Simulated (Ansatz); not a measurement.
## SrTaNO2 (I4/mcm, No. 140; cell taken from a computed entry)

All values below come from PBEsol+SOC (PAW; Ansatz, a quantum-chemistry and plane-wave program).

Run with plane-wave cutoff 520 eV, 8×8×8 k mesh, Fermi–Dirac smearing 0.01 eV, PAW data made under PBE.

Cell (relaxed with PBEsol):

```cif
data_N4O8Sr4Ta4
_chemical_formula_sum 'Sr4 Ta4 N4 O8'
_space_group_name_H-M_alt 'I4/mcm'
_space_group_IT_number 140
_space_group_name_Hall '-I 4 2c'
_cell_length_a 5.58543
_cell_length_b 5.58543
_cell_length_c 8.19275
_cell_angle_alpha 90.000
_cell_angle_beta 90.000
_cell_angle_gamma 90.000
loop_
_atom_site_label
_atom_site_type_symbol
_atom_site_symmetry_multiplicity
_atom_site_Wyckoff_symbol
_atom_site_fract_x
_atom_site_fract_y
_atom_site_fract_z
_atom_site_occupancy
Sr1 Sr 4 b 0.00000 0.50000 0.25000 1
Ta1 Ta 4 c 0.00000 0.00000 0.00000 1
N1 N 4 a 0.00000 0.00000 0.25000 1
O1 O 8 h 0.19806 0.30194 0.00000 1
```
(The calculation used a cell of 10 atoms; values per cell refer to that cell.)

```
Item                Result
--------  ----------------
band gap  0.76 eV (direct)
```

Computed values are for the static lattice.
